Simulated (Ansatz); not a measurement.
Breaking a bond: Na₂, singlet.

Methods: RKS-PBE = Ansatz (a first-principles code) with restricted PBE/aug-cc-pVTZ; UKS-PBE = Ansatz with unrestricted PBE/aug-cc-pVTZ; UKS-PBE0 = unrestricted PBE0/aug-cc-pVTZ (Ansatz); FCI = full CI/aug-cc-pVTZ, frozen core in Ansatz.

Energies relative to the lowest point of each curve near equilibrium, in eV; the last columns give the error against full CI:

```json
[
 {"R / Å": "2.49", "RKS-PBE": "0.256", "UKS-PBE": "0.256", "UKS-PBE0": "0.276", "FCI": "0.347", "RKS-PBE − FCI": "-0.091", "UKS-PBE − FCI": "-0.091", "UKS-PBE0 − FCI": "-0.071"},
 {"R / Å": "2.66", "RKS-PBE": "0.116", "UKS-PBE": "0.116", "UKS-PBE0": "0.128", "FCI": "0.178", "RKS-PBE − FCI": "-0.062", "UKS-PBE − FCI": "-0.062", "UKS-PBE0 − FCI": "-0.050"},
 {"R / Å": "2.80", "RKS-PBE": "0.047", "UKS-PBE": "0.047", "UKS-PBE0": "0.053", "FCI": "0.087", "RKS-PBE − FCI": "-0.040", "UKS-PBE − FCI": "-0.040", "UKS-PBE0 − FCI": "-0.034"},
 {"R / Å": "2.89", "RKS-PBE": "0.020", "UKS-PBE": "0.020", "UKS-PBE0": "0.024", "FCI": "0.048", "RKS-PBE − FCI": "-0.027", "UKS-PBE − FCI": "-0.027", "UKS-PBE0 − FCI": "-0.024"},
 {"R / Å": "2.96", "RKS-PBE": "0.008", "UKS-PBE": "0.008", "UKS-PBE0": "0.010", "FCI": "0.026", "RKS-PBE − FCI": "-0.019", "UKS-PBE − FCI": "-0.019", "UKS-PBE0 − FCI": "-0.017"},
 {"R / Å": "3.10", "RKS-PBE": "0.000", "UKS-PBE": "0.000", "UKS-PBE0": "0.000", "FCI": "0.003", "RKS-PBE − FCI": "-0.003", "UKS-PBE − FCI": "-0.003", "UKS-PBE0 − FCI": "-0.003"},
 {"R / Å": "3.19", "RKS-PBE": "0.006", "UKS-PBE": "0.006", "UKS-PBE0": "0.005", "FCI": "0.000", "RKS-PBE − FCI": "0.006", "UKS-PBE − FCI": "0.006", "UKS-PBE0 − FCI": "0.005"},
 {"R / Å": "3.26", "RKS-PBE": "0.015", "UKS-PBE": "0.015", "UKS-PBE0": "0.014", "FCI": "0.003", "RKS-PBE − FCI": "0.012", "UKS-PBE − FCI": "0.012", "UKS-PBE0 − FCI": "0.011"},
 {"R / Å": "3.43", "RKS-PBE": "0.051", "UKS-PBE": "0.051", "UKS-PBE0": "0.051", "FCI": "0.026", "RKS-PBE − FCI": "0.024", "UKS-PBE − FCI": "0.024", "UKS-PBE0 − FCI": "0.025"},
 {"R / Å": "3.57", "RKS-PBE": "0.091", "UKS-PBE": "0.091", "UKS-PBE0": "0.094", "FCI": "0.058", "RKS-PBE − FCI": "0.033", "UKS-PBE − FCI": "0.033", "UKS-PBE0 − FCI": "0.036"},
 {"R / Å": "3.88", "RKS-PBE": "0.202", "UKS-PBE": "0.202", "UKS-PBE0": "0.208", "FCI": "0.154", "RKS-PBE − FCI": "0.048", "UKS-PBE − FCI": "0.048", "UKS-PBE0 − FCI": "0.054"},
 {"R / Å": "4.13", "RKS-PBE": "0.302", "UKS-PBE": "0.301", "UKS-PBE0": "0.297", "FCI": "0.242", "RKS-PBE − FCI": "0.060", "UKS-PBE − FCI": "0.060", "UKS-PBE0 − FCI": "0.056"},
 {"R / Å": "4.66", "RKS-PBE": "0.511", "UKS-PBE": "0.486", "UKS-PBE0": "0.454", "FCI": "0.417", "RKS-PBE − FCI": "0.095", "UKS-PBE − FCI": "0.070", "UKS-PBE0 − FCI": "0.037"},
 {"R / Å": "5.01", "RKS-PBE": "0.636", "UKS-PBE": "0.577", "UKS-PBE0": "0.528", "FCI": "0.508", "RKS-PBE − FCI": "0.128", "UKS-PBE − FCI": "0.069", "UKS-PBE0 − FCI": "0.020"},
 {"R / Å": "5.70", "RKS-PBE": "0.835", "UKS-PBE": "0.689", "UKS-PBE0": "0.618", "FCI": "0.624", "RKS-PBE − FCI": "0.211", "UKS-PBE − FCI": "0.065", "UKS-PBE0 − FCI": "-0.006"},
 {"R / Å": "6.23", "RKS-PBE": "0.948", "UKS-PBE": "0.730", "UKS-PBE0": "0.652", "FCI": "0.669", "RKS-PBE − FCI": "0.278", "UKS-PBE − FCI": "0.061", "UKS-PBE0 − FCI": "-0.018"},
 {"R / Å": "6.87", "RKS-PBE": "1.044", "UKS-PBE": "0.751", "UKS-PBE0": "0.669", "FCI": "0.696", "RKS-PBE − FCI": "0.348", "UKS-PBE − FCI": "0.055", "UKS-PBE0 − FCI": "-0.027"},
 {"R / Å": "7.56", "RKS-PBE": "1.111", "UKS-PBE": "0.758", "UKS-PBE0": "0.675", "FCI": "0.709", "RKS-PBE − FCI": "0.402", "UKS-PBE − FCI": "0.049", "UKS-PBE0 − FCI": "-0.034"},
 {"R / Å": "8.45", "RKS-PBE": "1.158", "UKS-PBE": "0.760", "UKS-PBE0": "0.677", "FCI": "0.715", "RKS-PBE − FCI": "0.443", "UKS-PBE − FCI": "0.045", "UKS-PBE0 − FCI": "-0.038"},
 {"R / Å": "9.38", "RKS-PBE": "1.182", "UKS-PBE": "0.761", "UKS-PBE0": "0.677", "FCI": "0.718", "RKS-PBE − FCI": "0.465", "UKS-PBE − FCI": "0.043", "UKS-PBE0 − FCI": "-0.040"}
]
```

RKS-PBE is furthest from FCI at 9.38 (0.465 eV, above); its mean absolute error over the points is 0.140 eV.

UKS-PBE is furthest from FCI at 2.49 (-0.091 eV, below); its mean absolute error over the points is 0.044 eV.

UKS-PBE0 is furthest from FCI at 2.49 (-0.071 eV, below); its mean absolute error over the points is 0.030 eV.

The restricted form behind RKS-PBE keeps the bonding electrons paired and can't separate into open-shell fragments. The unrestricted determinant behind UKS-PBE is spin-contaminated at 4.13 to 9.38 Å (<S²> up to 1.0, against 0.00 for a pure singlet). The unrestricted determinant behind UKS-PBE0 is spin-contaminated at 3.88 to 9.38 Å (<S²> up to 1.0, against 0.00 for a pure singlet).
